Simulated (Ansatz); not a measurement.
## ZnC2: from a trial structure to a relaxed crystal

Level of theory: DFT PBE, scalar-relativistic, plane waves, PAW (Ansatz 0.2.0). Cutoff 420 eV, Γ-centred k mesh, Gaussian smearing, no spin polarisation in the final step.

The start puts ZnC2 on the ThSi2 structure type (I4_1/amd, No. 141), with Zn in place of Th, C in place of Si, at a guessed volume.

```
Zn C
1.0
    -1.61997    1.61997    5.63261
     1.61997   -1.61997    5.63261
     1.61997    1.61997   -5.63261
Zn C
2 4
Direct
  0.00000 0.00000 0.00000
  0.75000 0.25000 0.50000
  0.41650 0.41650 0.00000
  0.16650 0.66650 0.50000
  0.33350 0.83350 0.50000
  0.58350 0.58350 0.00000
```

Cell and atoms relax at zero pressure; the relaxation can't lower the symmetry of the start. After a coarse first stage the cell is made exact in the group found at 0.06 Å.

The zero of energy is the elements' standard structures at the same level; no fitted shifts are applied.

(1) Describe the relaxed structure.

(2) What are its volume, energy, density and gap?

Answers

(1) It keeps I4_1/amd (No. 141), but not the shape of the type it started on. Conventional cell: a = 3.598 Å, c = 8.163 Å. Zn has 4 C at 2.21 Å, 8 C at 2.65 Å and 4 Zn at 2.72 Å; C has 1 C at 1.51 Å.

```cif
data_structure
_symmetry_space_group_name_H-M 'I4_1/amd:1'
_symmetry_Int_Tables_number 141
_cell_length_a 3.5981
_cell_length_b 3.5981
_cell_length_c 8.1626
_cell_angle_alpha 90.000
_cell_angle_beta 90.000
_cell_angle_gamma 90.000
_cell_volume 105.68
loop_
_atom_site_label
_atom_site_type_symbol
_atom_site_symmetry_multiplicity
_atom_site_Wyckoff_symbol
_atom_site_fract_x
_atom_site_fract_y
_atom_site_fract_z
_atom_site_occupancy
Zn1 Zn 4 a 0.00000 0.00000 0.00000 1
C1 C 8 e 0.00000 0.00000 0.40759 1
```

(2) The volume per atom is 8.81 Å³, the density is 5.62 g/cm³ and the energy over the elements is 1.66 eV/atom. The gap on the 14×14×14 mesh is 0 eV (a metal).

The final run used a 14×14×14 mesh on its 6-atom cell and 0.10 eV smearing. For metals, differences of a few meV/atom aren't resolved. Symmetry constrained the relaxation, so the result can be a saddle point. The steps took about 5 core-minutes in all.